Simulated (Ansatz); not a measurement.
# Structure relaxation of Sb₃P

Theory: Ansatz 0.2.0, DFT PBE, scalar-relativistic, plane waves, PAW. Cutoff 420 eV, Γ-centred k mesh, Gaussian smearing, no spin polarisation in the final step.

The start puts Sb₃P on the Cu3Au (L1_2) structure type (Pm-3m, No. 221), with P in place of Au, Sb in place of Cu, at a guessed volume.

```xyz
4
Lattice="4.6190 0.0000 0.0000 0.0000 4.6190 0.0000 0.0000 0.0000 4.6190" Properties=species:S:1:pos:R:3 pbc="T T T"
Sb    0.0000    2.3095    2.3095
Sb    2.3095    0.0000    2.3095
Sb    2.3095    2.3095    0.0000
P     0.0000    0.0000    0.0000
```

Cell and atoms relax at zero pressure; the relaxation can't lower the symmetry of the start.

Formation energies are uncorrected and refer to the elements' standard structures at the same level.

**Question.** What does it relax into?

**Answer.** It keeps Pm-3m (No. 221). The result has the Cu3Au (L1_2) structure. Conventional cell: a = 4.608 Å. Around Sb lie 4 P at 3.26 Å and 8 Sb at 3.26 Å; around P lie 12 Sb at 3.26 Å.

Space group Pm-3m (No. 221). a = 4.608 Å, b = 4.608 Å, c = 4.608 Å, α = 90.00°, β = 90.00°, γ = 90.00°
```tsv
atom	site	symmetry	x	y	z
Sb	3c	4/mm.m	0.0000	0.5000	0.5000
P	1a	m-3m	0.0000	0.0000	0.0000
```

**Question.** What are its volume, energy, density and gap?

**Answer.** The volume per atom is 24.46 Å³, the density is 6.72 g/cm³ and the energy over the elements is 0.52 eV/atom. The gap on the 10×10×10 mesh is 0 eV (a metal).

The final run used a 10×10×10 mesh on its 4-atom cell and 0.10 eV smearing. The k mesh leaves about 4 meV/atom of noise in metals. Spin–orbit coupling is left out. A structure relaxed within its symmetry needn't be a true minimum.

Cost: 2 runs of about 0.78 core-minutes in all, on Arm Neoverse V1 (shared hosts).